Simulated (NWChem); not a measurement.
## Na2

```
Na
Na 1 3.1094
```
Charge 0, spin multiplicity 1.

Program: NWChem. All single points use one geometry, from PBE/def2-SVP, a minimum by its harmonic frequencies.

The correlated methods keep 2 core orbitals frozen. The structure started from a generated list of species. The stability of the SCF solutions was not checked. Open-shell Hartree-Fock references start from PBE0 orbitals.

Worked example. At MP2/def2-TZVP the parent has a total energy of -324.05027 Ha and the doublet with one electron less, at the same geometry, -323.87693 Ha. The vertical ionisation energy is their difference.

ΔE = -323.87693 − (-324.05027) = 0.17334 Ha. Times 27.2114 eV/Ha this is 4.72 eV, or 455 kJ/mol; λ = 1239.84/4.72 = 262.9 nm. No relaxation of the ion's geometry and no zero-point term enter.
